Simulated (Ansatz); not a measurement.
Reaction: N2O (SMILES N#[N+][O-]) → N2O+ (parent SMILES N#[N+][O-], doublet) + e-
Each species at its own B3LYP-D3(BJ)/def2-TZVP minimum (Ansatz, a program for electronic structure).

Total energies in hartree (Ansatz). UHF or UKS for unpaired electrons; spin-orbit terms are left out. Cores are frozen in correlated methods. No relativity. The UHF reference of N2O+ (parent SMILES N#[N+][O-], doublet) is spin-contaminated (<S^2> up to 0.27 over the pure value in the sets run). The spin of N2O+ (parent SMILES N#[N+][O-], doublet) was assumed, and the state is the lowest solution found for it.

```tsv
species	HF/cc-pVTZ	CCSD(T)/cc-pVTZ	HF/cc-pVQZ	CCSD(T)/cc-pVQZ	CCSDT(Q)/cc-pVTZ
1: N2O (SMILES [N+](#N)[O-])	-183.75101	-184.40680	-183.76445	-184.46145	-184.40945
2: N2O+ (parent SMILES [O-][N+]#N, doublet)	-183.34288	-183.93843	-183.35602	-183.98776	-183.94263
```

Work out the adiabatic ionisation energy (electronic) in eV: take Hartree-Fock from cc-pVQZ, extrapolate the CCSD(T) correlation energy as X^-3 (X = 3, 4), and add CCSDT(Q) - CCSD(T) in cc-pVTZ. 1 hartree = 27.211 eV.


Species 1: correlation (64·(-0.69700) - 27·(-0.65579))/37 = -0.72707; step -0.00265; E1 = -183.76445 + (-0.72707) + (-0.00265) = -184.49417
Species 2: correlation (64·(-0.63174) - 27·(-0.59555))/37 = -0.65815; step -0.00420; E2 = -183.35602 + (-0.65815) + (-0.00420) = -184.01837
-1·E1 +1·E2 = 0.47580 hartree = 12.95 eV.
